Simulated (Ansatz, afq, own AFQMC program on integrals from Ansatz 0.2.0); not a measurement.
Integrals from Ansatz 0.2.0, then the random walk in our own AFQMC program (afq).

```yaml
crystal:
  periodic: [false, false, false]
  atoms:
    - {symbol: Si, position_ang: [0.000000, 0.000000, 0.000000]}
    - {symbol: O, position_ang: [0.000000, 0.000000, 1.390000]}
basis:
  gaussian: {orbitals: 6-31G}
magnetization: {spin_polarized: false}
correlation: {method: ccsd_t, electrons: outside_noble_gas, hamiltonian_folder: ham}
```

```sh
$ ansatz run in.yaml --threads 1 --pin off --events-out ev --progress --plain --max-ram 1382MiB
```

Options of the walk:

```
--method free --trial mp1 --walkers 50 --time-step 0.05 --max-blocks 60 --target-error 0.00076 --factor-cut 1e-05 --seed 6939 --times 0,0.5,1,2 --taylor-order 2
```

Times are imaginary, in 1/Eh. The walk had a cap of 90 s.

```
orbitals 16  electrons 5 5  factors 90 of 218
reference energy -363.66490899 Eh
CCSD correlation -0.18184169 Eh in 9 cycles, weight of the determinant in the CISD state 0.9067
repeat  energy at the last time / Eh  error
    10  -363.857806  0.002593
    20  -363.856319  0.001687
    30  -363.856931  0.001392
    40  -363.856513  0.001134
    50  -363.857050  0.001056
    60  -363.856658  0.000997
time / (1/Eh)  energy / Eh  error  mean overlap
  0.00  -363.845576  0.000822  1.0841
  0.50  -363.853519  0.000663  1.1946
  1.00  -363.856167  0.000676  1.3001
  2.00  -363.856658  0.000997  1.5840
energy -363.856658 +/- 0.000997 Eh
```

The run passed its tests (error under three times the target), which doesn't prove that it has relaxed.

Against this walk (error 27.1 meV) on the same determinant: CCSD(T) 75.3 meV higher, CCSDT(Q) 38.7 meV higher (within the noise), CCSDTQ 42.1 meV higher (within the noise), full CI (a separate run on its own orbitals, whose frozen core shifts it by up to a few meV) 42.5 meV higher (within the noise). The error is statistical, and a free projection of finite length keeps a remainder of its start.

A setting was made bad on purpose (series of the exponential too short), so the walk's energy isn't to be trusted.

Cautions: remainder of the start not in the error; error above the target (27.1 against 20.7 meV); higher spins were not checked; raised T1 diagnostic (T1 0.026, weight of the determinant 0.91, largest double 0.07); full CI with its own frozen core; the time-step error isn't removed.

CCSDT and higher add their correlation energy to the determinant of the CCSD(T) run, since their own runs factorise the integrals more tightly (a shift of under 2 meV). A walk keeps the symmetry of its determinant, which the program's search chose and which needn't be the lowest solution, so a lower state of the same spin and another symmetry isn't excluded.
